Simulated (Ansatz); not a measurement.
```yaml
crystal:
  periodic: [false, false, false]
  atoms:
    - {symbol: P, position_ang: [0.000000, 0.000000, -0.014530]}
    - {symbol: H, position_ang: [-0.000000, -0.000000, 1.413600]}
basis:
  gaussian: {orbitals: STO-3G}
magnetization: {spin_polarized: true, initial_magnetization: 2}
hamiltonian: {xc: {name: HF}}
correlation: {active_space: {window: {electrons: 2, orbitals: 1}}}
output: {forces: true}
```

```sh
$ ansatz run in.yaml --threads 2 --pin off --events-out ev --progress --plain --max-ram 32768MiB --backend cpu
```

(1) How does Ansatz answer? (Estimate.)

Answers

(1) Computed: The program refused the input.
```
Error: invalid value for `correlation.active_space`: it starts from restricted Hartree–Fock orbitals; set hamiltonian.xc: hf without magnetization.spin_polarized
```
